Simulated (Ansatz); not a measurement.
## Ansatz (development build ahead of 0.2.0) run

```yaml
crystal:
  periodic: [false, false, false]
  atoms:
    - { symbol: C, position_ang: [0.0, 0.0, 0.0] }
    - { symbol: C, position_ang: [0.88399, 0.88399, 0.88399] }
    - { symbol: C, position_ang: [0.88399, -0.88399, -0.88399] }
    - { symbol: C, position_ang: [-0.88399, 0.88399, -0.88399] }
    - { symbol: C, position_ang: [-0.88399, -0.88399, 0.88399] }
    - { symbol: H, position_ang: [0.27521, 1.53363, 1.53363] }
    - { symbol: H, position_ang: [1.53363, 0.27521, 1.53363] }
    - { symbol: H, position_ang: [1.53363, 1.53363, 0.27521] }
    - { symbol: H, position_ang: [0.27521, -1.53363, -1.53363] }
    - { symbol: H, position_ang: [1.53363, -0.27521, -1.53363] }
    - { symbol: H, position_ang: [1.53363, -1.53363, -0.27521] }
    - { symbol: H, position_ang: [-1.53363, 0.27521, -1.53363] }
    - { symbol: H, position_ang: [-1.53363, 1.53363, -0.27521] }
    - { symbol: H, position_ang: [-0.27521, 1.53363, -1.53363] }
    - { symbol: H, position_ang: [-1.53363, -1.53363, 0.27521] }
    - { symbol: H, position_ang: [-0.27521, -1.53363, 1.53363] }
    - { symbol: H, position_ang: [-1.53363, -0.27521, 1.53363] }
basis:
  gaussian: { orbitals: cc-pVDZ }
hamiltonian:
  xc: hf
correlation:
  method: mp2
  frozen_orbitals: { C: 1, H: 0 }
```

The input is written out in the form of the current development build from the run's settings.

Results

```
Converged                       : yes
Reference energy                : -196.34718 hartree
Correlation energy              : -0.73984 hartree
Total energy                    : -197.08701 hartree
Spin squared of the determinant : 0.000
```
